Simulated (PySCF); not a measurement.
Zinc-blende AlP: MP2 at its full settings () and at cheaper ones, in a cell of 2 atoms.

```json
[
 {"level and setting": "MP2 (PySCF)", "equilibrium lattice constant a (Å)": "5.414", "bulk modulus (GPa)": "96.4"},
 {"level and setting": "MP2/GTH-DZVP (2×2×2 k mesh) (PySCF)", "equilibrium lattice constant a (Å)": "5.507", "bulk modulus (GPa)": "90.5"},
 {"level and setting": "MP2/GTH-SZV (2×2×2 k mesh) (PySCF)", "equilibrium lattice constant a (Å)": "5.686", "bulk modulus (GPa)": "70.7"},
 {"level and setting": "MP2/STO-3G (Γ point alone) (PySCF)", "equilibrium lattice constant a (Å)": "5.687", "bulk modulus (GPa)": "120"},
 {"level and setting": "MP2/STO-3G (2×2×2 k mesh) (PySCF)", "equilibrium lattice constant a (Å)": "5.279", "bulk modulus (GPa)": "179"}
]
```

Largest shifts from the full settings: lattice constant a +5.04 % (MP2/STO-3G (Γ point alone)), against a difference of -0.68 % of the full result from the reference 5.451 Å (measured, static lattice: zero-point anharmonic expansion removed; as tabulated in Mejia-Rodriguez and Trickey (2018), arXiv:1807.09216); bulk modulus +86 % (MP2/STO-3G (2×2×2 k mesh)).

Run with cheap settings on purpose, which may leave them unconverged: MP2/GTH-DZVP (2×2×2 k mesh), MP2/GTH-SZV (2×2×2 k mesh), MP2/STO-3G (2×2×2 k mesh), MP2/STO-3G (Γ point alone).
